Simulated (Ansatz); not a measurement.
Input file for C₂H₄FN (`C/N=C\F`):

```yaml
crystal:
  periodic: [false, false, false]
  atoms:
    - {symbol: C, position_ang: [-0.060742, 0.998246, -0.273558]}
    - {symbol: N, position_ang: [0.554016, -0.016982, 0.546624]}
    - {symbol: C, position_ang: [0.233525, -1.209306, 0.448503]}
    - {symbol: F, position_ang: [-0.692210, -1.700137, -0.401314]}
    - {symbol: H, position_ang: [-0.798538, 0.620878, -0.985888]}
    - {symbol: H, position_ang: [-0.537983, 1.730019, 0.382346]}
    - {symbol: H, position_ang: [0.725834, 1.526511, -0.816913]}
    - {symbol: H, position_ang: [0.668300, -2.006429, 1.044301]}
basis:
  gaussian: {orbitals: def2-SVP}
correlation: {method: ccsd_t}
```

```sh
$ ansatz run in.yaml --threads 4 --pin off --events-out ev --progress --plain
```

Log, shortened:

```
Functional definition: HF
772 factors; integrals over basis functions are off by at most 1.2e-3 eV
mean field evaluation 1: about -6303.7663 eV, gradient 3.1e1 eV
mean field evaluation 2: about -6303.7722 eV, gradient 3.1e1 eV
mean field evaluation 4: about -6306.1062 eV, gradient 3.6e0 eV
mean field evaluation 8: about -6306.1610 eV, gradient 1.9e-1 eV
mean field evaluation 16: about -6306.1484 eV, gradient 1.2e0 eV
mean field -6306.16120003 eV, -231.7471496315 hartree, gradient 2.8e-6 eV, S^2 0.000000; 0 other end points of the search recorded, 0 dependent functions left out
4 core orbitals not correlated: weight in the atoms' cores, before any rotation towards them, 1.000 or more for the frozen orbitals, at most 0.000 for the correlated occupied ones
reference -6306.16120003 eV, -231.7471496315 hartree; 12, 12 occupied and 60, 60 virtual orbitals, 772 factors
second order -16.83798532 eV of doubles, -0.00000000 eV of singles
cycle   1  -17.12983999 eV  change   -2.9e-1 eV  update   9.5e-2
cycle   2  -17.56528638 eV  change   -4.4e-1 eV  update   2.9e-2
cycle   3  -17.68451331 eV  change   -1.2e-1 eV  update   1.5e-2
cycle   4  -17.68292856 eV  change    1.6e-3 eV  update   3.5e-3
cycle   5  -17.68204145 eV  change    8.9e-4 eV  update   1.4e-3
cycle   6  -17.68255250 eV  change   -5.1e-4 eV  update   4.1e-4
cycle   7  -17.68236161 eV  change    1.9e-4 eV  update   1.5e-4
cycle   8  -17.68230864 eV  change    5.3e-5 eV  update   5.6e-5
cycle   9  -17.68232116 eV  change   -1.3e-5 eV  update   1.9e-5
perturbative correction -0.51160217 eV, -0.0188010331 hartree
Total energy: -6324.35512336 eV, -232.4157639817 hartree
```

Hardware: 4 threads of a server CPU on a shared host. Wall time 1.2 s, peak host memory 0.24 GiB.

The correlation energy is -18.194 eV, 2.8 % of it from (T); the T1 diagnostic reads 0.0124.
